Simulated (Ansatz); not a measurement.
A nudged elastic band was laid between two geometries of BClH5N (8 atoms, charge 0, multiplicity 1).

Theory: Ansatz, RKS PBE-D4/def2-SVP.

```
movable images  : 5
climbing image  : yes
spring          : 5.0 eV/Å²
optimiser       : quadratic models (default)
start path      : through a guess of the saddle point
force threshold : 0.05 eV/Å
iteration limit : 60
end points      : relaxed
```

Image 0:

```xyz
8
Properties=species:S:1:pos:R:3
B 0.013 -0.191 0.253
Cl 0.229 0.785 1.826
H 0.961 -0.073 -0.514
H -1.093 -0.037 -0.253
N 0.049 -1.745 0.764
H -0.084 -2.411 -0.012
H 0.949 -1.952 1.224
H -0.691 -1.906 1.466
```

Image 6:

```xyz
8
Properties=species:S:1:pos:R:3
B 0.092 -0.600 -0.421
Cl -0.390 0.188 3.050
H 1.095 0.050 -0.632
H -1.000 -0.282 -0.847
N 0.196 -1.764 0.362
H -0.589 -2.398 0.527
H 1.088 -2.132 0.699
H -0.161 -0.590 2.017
```

Task: What changes between the two ends?

Result: Bonds broken: B1–Cl2, N5–H8. Bonds formed: Cl2–H8. BClH5N becomes BH4N + ClH.

Task: What energy profile does the band end with?

Result: The forces met the threshold. The highest image is number 4 of 0 to 6, 112.2 kJ/mol above the first end and 43.5 kJ/mol above the last; the last end lies 68.7 kJ/mol above the first. A vibrational analysis at the climbing image gives one clearly imaginary mode, 778i cm⁻¹: a first-order saddle point. The orbitals stay closed-shell, which can raise the energy where a bond breaks towards radicals; this wasn't checked here.

```
image  path coordinate (Å)  energy (kJ/mol)  B1–Cl2 (Å)  N5–H8 (Å)  Cl2–H8 (Å)
    0                 0.00              0.0        1.86       1.03        2.87
    1                 0.56              2.6        1.87       1.03        2.66
    2                 1.11              6.7        1.87       1.03        2.48
    3                 1.67             35.8        2.01       1.07        1.94
    4                 2.23            112.2        2.44       1.41        1.49
    5                 2.88             74.5        3.07       1.95        1.32
    6                 3.53             68.7        3.59       2.06        1.31
```

Task: What is the geometry of the highest image?

Result: 
```xyz
8
Properties=species:S:1:pos:R:3:forces:R:3
B 0.046 -0.429 -0.033 0.01 -0.01 -0.01
Cl -0.322 0.389 2.231 0.00 0.00 0.00
H 1.081 0.139 -0.298 0.00 0.00 0.00
H -1.014 -0.139 -0.539 0.00 0.00 0.00
N 0.154 -1.787 0.590 -0.01 0.01 0.01
H -0.602 -2.460 0.435 0.00 -0.01 0.00
H 1.070 -2.243 0.627 0.00 0.00 0.00
H -0.082 -0.999 1.741 0.00 0.00 0.00
```

Task: What are the harmonic wavenumbers there?

Result: 778i, 303, 392, 572, 614, 671, 715, 962, 1044, 1074, 1107, 1199, 1366, 1524, 2546, 2659, 3464, 3564 cm⁻¹.

Time of the run: 46 s on 1 thread of Intel(R) Xeon(R) 6975P-C (Granite Rapids), with other jobs on the host, peak memory 0.14 GiB.
